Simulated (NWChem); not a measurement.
# CH3 cation

```xyz
4

C      0.0000     0.0000     0.0000
H      0.7807     0.7807     0.0000
H      0.2858    -1.0664     0.0000
H     -1.0664     0.2858     0.0000
```
Atoms are numbered in this order, from 1.

Program: NWChem. All runs use the structure optimised with PBE0/def2-SVP. Level: PBE0/def2-SVP with COSMO at NWChem's default radii, gas-phase geometry; rows give the dielectric constant. Reactions with the solvent are ignored.

| dielectric constant | electrostatic solvation energy (kcal/mol) |
|---|---|
| 2.0 | [?] |
| 11.7 | -73.1 |
| 20.7 | -76.1 |
| 25.0 | -76.8 |
| 46.7 | -78.3 |

### Question
Some entries are withheld; supply them.

### Answer

- 2.0, electrostatic solvation energy (kcal/mol): -40.0
